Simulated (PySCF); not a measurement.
Start geometry of `N` (NH3) from GFN2-xTB (Å):
```
atom  x, y, z in Å
N1     0.0260   -0.0229    0.2735
H2     0.9188   -0.2006   -0.1090
H3    -0.6505   -0.7029   -0.0951
H4    -0.2562    0.9009   -0.1024
```

Q: What comes out of this run: PBE0-D3(BJ)/def2-SVP geometry optimisation, gas phase in PySCF 2.14.0?

A: 
```
atom  x, y, z in Å
N1    -0.287   -0.001   -0.075
H2     0.311   -0.120   -0.893
H3     0.041    0.853    0.376
H4    -0.028   -0.757    0.559
```

The energy falls by 4.0 kJ/mol over 6 energy and gradient evaluations, the largest force component goes from 0.0360 to 6.0e-05 Eh/bohr, and the atoms move by 0.023 Å rms after alignment. The bond that changes most is N1–H2 (ammonia nitrogen to N–H hydrogen), which lengthens by 0.032 Å. Bonds longer at the end by more than 0.005 Å: 1 of 3; shorter: 2. Among the angles that change most is H2–N1–H3, from 109.7° to 105.3°. Rotational constants go from 304373, 289879, 186964 to 291800, 291761, 190805 MHz. The orientation of the end geometry is arbitrary; only internal coordinates are fixed.

The run used 29 basis functions and 36 SCF cycles in all. On one thread of an AMD EPYC 7R43, on a shared host, this took 2.0 s of wall time and 0.25 GiB of memory at its peak.

PBE0-D3(BJ)/def2-SVP frequencies: not computed here.
